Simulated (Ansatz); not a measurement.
We consider hcp Co, described by LDA in Ansatz (PAW).

Settings: plane-wave cutoff 520 eV, 24×24×14 k mesh (along the axes of the cell as run), Fermi–Dirac smearing 0.05 eV, spin-polarised with parallel moments, scalar-relativistic PAW data made under PBE.

The cell is scaled about its equilibrium volume (c/a stays at 1.613):

Shape and atoms are relaxed at each volume.

```
V (Å³/atom)  P (GPa)  moment (μB per cell of 2 atoms)
-----------  -------  -------------------------------
9.609          12.26                             2.95
9.809           5.80                             2.99
10.010          0.00                             3.02
10.210         -5.17                             3.05
10.410         -9.75                             3.08
```

Note: the bulk modulus comes from volumes at which shape and atoms were relaxed.

Ansatz is a program for electronic structure.
